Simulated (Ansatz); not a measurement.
Elements on the sites of an ideal rock salt lattice, at a guessed lattice constant:

```yaml
crystal:
  lattice:
    - [2.27828, 2.27828, 4.55656]
    - [-2.27828, -2.27828, 4.55656]
    - [6.83484, -4.55656, 2.27828]
  atoms:
    - { symbol: C, position: [0.95000, 0.75000, 0.60000] }
    - { symbol: C, position: [0.85000, 0.25000, 0.80000] }
    - { symbol: C, position: [0.35000, 0.75000, 0.80000] }
    - { symbol: C, position: [0.75000, 0.75000, 0.00000] }
    - { symbol: C, position: [0.15000, 0.75000, 0.20000] }
    - { symbol: C, position: [0.05000, 0.25000, 0.40000] }
    - { symbol: C, position: [0.55000, 0.75000, 0.40000] }
    - { symbol: C, position: [0.45000, 0.25000, 0.60000] }
    - { symbol: C, position: [0.25000, 0.25000, 0.00000] }
    - { symbol: C, position: [0.65000, 0.25000, 0.20000] }
    - { symbol: Sc, position: [0.20000, 0.00000, 0.60000] }
    - { symbol: Sc, position: [0.10000, 0.50000, 0.80000] }
    - { symbol: Sc, position: [0.60000, 0.00000, 0.80000] }
    - { symbol: Sc, position: [0.70000, 0.50000, 0.60000] }
    - { symbol: Mo, position: [0.30000, 0.50000, 0.40000] }
    - { symbol: Mo, position: [0.80000, 0.00000, 0.40000] }
    - { symbol: Mo, position: [0.50000, 0.50000, 0.00000] }
    - { symbol: Mo, position: [0.90000, 0.50000, 0.20000] }
    - { symbol: Ta, position: [0.00000, 0.00000, 0.00000] }
    - { symbol: Ta, position: [0.40000, 0.00000, 0.20000] }
```

Cell and atoms were relaxed without symmetry on coarser meshes and computed once more. These are results of Ansatz, DFT PBE, scalar-relativistic, plane waves, PAW, not measurements.

Settings: cutoff 420 eV, Γ-centred mesh 7×7×4 on the computed 20-atom cell, Gaussian smearing of 0.10 eV; no spin polarisation.

The relaxation ran on 3×3×2 (shifted) and then 4×4×3 k points with a smearing of 0.1 eV, from sites shaken by 0.02 Å.

Task: What does the relaxation give?

Result: A volume of 11.30 Å³/atom and no gap on the mesh. It lies 0.37 eV/atom below the elements' standard states (static lattices, no corrections for gases). The atoms leave their sites by 0.11 Å (root mean square) and 0.20 Å at most, and the cell stretches by up to 0.5 % at fixed volume.

```yaml
crystal:
  lattice:
    - [2.23015, 2.23082, 4.48593]
    - [-2.23247, -2.24207, 4.49270]
    - [6.74176, -4.52410, 2.24857]
  atoms:
    - { symbol: C, position: [0.95568, 0.75683, 0.58136] }
    - { symbol: C, position: [0.83958, 0.25820, 0.81531] }
    - { symbol: C, position: [0.34486, 0.74554, 0.81602] }
    - { symbol: C, position: [0.74760, 0.74659, 0.00821] }
    - { symbol: C, position: [0.15385, 0.74827, 0.20238] }
    - { symbol: C, position: [0.04823, 0.25303, 0.39297] }
    - { symbol: C, position: [0.55446, 0.75157, 0.39205] }
    - { symbol: C, position: [0.46623, 0.24343, 0.58553] }
    - { symbol: C, position: [0.24405, 0.25094, 0.00916] }
    - { symbol: C, position: [0.64971, 0.24677, 0.20014] }
    - { symbol: Sc, position: [0.20017, 0.00090, 0.59984] }
    - { symbol: Sc, position: [0.10480, 0.49865, 0.79975] }
    - { symbol: Sc, position: [0.60164, 0.99628, 0.80371] }
    - { symbol: Sc, position: [0.70129, 0.50435, 0.59736] }
    - { symbol: Mo, position: [0.29971, 0.51757, 0.37901] }
    - { symbol: Mo, position: [0.78399, 0.01475, 0.41806] }
    - { symbol: Mo, position: [0.52257, 0.48978, 0.99083] }
    - { symbol: Mo, position: [0.87184, 0.48465, 0.20201] }
    - { symbol: Ta, position: [0.00741, 0.98713, 0.01002] }
    - { symbol: Ta, position: [0.40618, 0.01577, 0.20134] }
```

Spin-orbit coupling is left out, which matters for the bands of heavy elements.

Cost: 2 runs of about 8.3 core-minutes in all (earlier runs that led there not counted), on Intel Xeon 6975P-C (Granite Rapids) (shared hosts).